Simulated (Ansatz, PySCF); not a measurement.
Molecule: BF2 (charge 0, doublet). 
Geometry from a B3LYP-D3(BJ)/def2-TZVP (Ansatz, a quantum-chemistry and plane-wave program) optimisation:
SMILES: F[B]F
```xyz
3

B     -0.0027     0.5023    -0.0114
F      1.1429    -0.1332     0.0106
F     -1.1414    -0.1458    -0.0043
```
Charge 0, spin multiplicity 2.

PBE beside other levels, property by property. Cores are frozen in the correlated levels unless marked. Open shells are spin-unrestricted. Spin-orbit coupling is left out. No relativistic terms. CBS marks a two-point X^-3 extrapolation of the correlation energy; Hartree-Fock from the larger set. Rows marked 298 K are enthalpies with B3LYP-D3(BJ) harmonic zero-point and thermal terms from PySCF. Atomisation energies are electronic, to ground-state atoms; the column to compare with has the core term from cc-pwCVTZ added, other frozen-core levels have none. The coupled-cluster column (Ansatz) is a level with limits of its own: CCSD(T)/CBS(cc-pVTZ,cc-pVQZ).

| property | PBE/def2-TZVPD (Ansatz) | B3LYP-D3(BJ)/def2-TZVPD (Ansatz + dftd3) | wB97X-V/def2-TZVPD (Ansatz) | B2PLYP/def2-TZVPD (Ansatz) | coupled cluster |
|---|---|---|---|---|---|
| atomisation energy (kcal/mol) | 309.4 | 296.1 | 294.3 | 296.3 | 296.6 |
| B-F bond dissociation enthalpy, 298 K, to [B]F + F atom (kcal/mol) | 121.9 | 114.8 | 112.8 | 114.5 | 112.2 |

As the rows show:
- atomisation energy: PBE lies 12.8 kcal/mol above coupled cluster.
- B-F bond dissociation enthalpy, 298 K, to [B]F + F atom: PBE lies 9.7 kcal/mol above coupled cluster.
